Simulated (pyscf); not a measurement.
**Atom transfer: Cl–C(Cl)(Cl)–Cl + H atom (H•) -> hydrogen chloride (HCl) + Cl–C•(Cl)–Cl**

Gas phase, doublet surface, charge 0. Bonds broken: Cl1–C2. Bonds formed: Cl1–H6. Single points on ωB97X-D3(BJ)/def2-SVP structures (PySCF, gas phase).

Transition state (Å):

```xyz
6

Cl    -0.1452    -0.1433     0.7569
C      0.1280     0.0616    -1.1277
Cl     1.3152     1.3253    -1.3546
Cl    -1.4085     0.4979    -1.8396
Cl     0.7034    -1.4692    -1.7471
H     -0.3938    -0.3307     2.4768
```

One imaginary mode, 1142i cm⁻¹; descent along it reached the two sides named.

```json
[
 {"bond": "Cl1–C2", "change": "breaks", "reactant side (Å)": "1.766", "saddle": "1.915", "product side": "3.1"},
 {"bond": "Cl1–H6", "change": "forms", "reactant side (Å)": "3.5", "saddle": "1.748", "product side": "1.284"}
]
```

Electronic energies relative to the separated reactants (kcal/mol):

```
level                   barrier  reaction energy  reverse barrier
----------------------  -------  ---------------  ---------------
ωB97X-D3(BJ)/def2-TZVP      8.4            -36.2             44.5
PBE/def2-TZVP              -0.2            -38.1             37.9
r²SCAN/def2-TZVP           -1.3            -40.9             39.6
B3LYP-D3(BJ)/def2-TZVP      1.0            -41.0             42.0
PBE0-D3(BJ)/def2-TZVP       3.2            -37.5             40.7
M06-2X/def2-TZVP            6.8            -36.0             42.8
ωB97M-D3(BJ)/def2-TZVP      7.7            -37.6             45.3
HF/def2-TZVP               16.6            -43.6             60.2
```

With ωB97M-D3(BJ)/def2-TZVP energies and thermal terms (ideal gas, 1 atm, RRHO with modes under 100 cm⁻¹ raised to 100, one conformer, R ln 2 for rigid chiral ones), in kcal/mol:

```tsv
T (K)	ΔH‡	ΔG‡	ΔH	ΔG
298	7.4	12.6	-34.9	-39.6
600	7.1	18.0	-35.8	-43.9
900	6.8	23.4	-36.9	-47.8
1200	6.5	29.0	-37.9	-51.2
```

At PBE, r²SCAN this geometry lies under the reactants; that is no barrier but a single point on another level's saddle; such a level's own saddle, if it has one, lies nearer that side and is low. This is the saddle that the search found; another between the same sides may lie lower. The angle at the transferred Cl is 180°.
